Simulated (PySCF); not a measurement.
From results back to the method.

PH3.
SMILES: `P`

The closed-shell ground state was solved 4 times with PySCF (density fitting, gas phase), always in the pcSseg-2 basis (85 functions), with these functionals: B97-2, KT3, PBE0 and wB97X-D. Isolated species at its PBE0-D3(BJ)/def2-TZVP geometry, gas phase.

| row | total energy (Eh) | HOMO (eV) | LUMO (eV) | dipole (D) |
| --- | --- | --- | --- | --- |
| P | -343.1805 | -7.64 | 0.62 | 0.76 |
| Q | -343.0235 | -7.87 | 0.66 | 0.79 |
| R | -345.7396 | -6.78 | -0.25 | 0.71 |
| S | -343.1582 | -9.77 | 2.35 | 0.79 |

Question: Which functional belongs to which row?

Answer: P = B97-2, Q = PBE0, R = KT3, S = wB97X-D. By rising HOMO–LUMO gap: KT3 (GGA) 6.53 eV; B97-2 (global hybrid, 21 % exact exchange) 8.26 eV; PBE0 (global hybrid, 25 % exact exchange) 8.53 eV; wB97X-D (range-separated hybrid) 12.12 eV. Total energies of different functionals aren't bounds to one another; each is stationary for its own functional.

The pairwise dispersion term of wB97X-D wasn't added to the energies; at a given geometry it leaves orbitals and properties as they are.
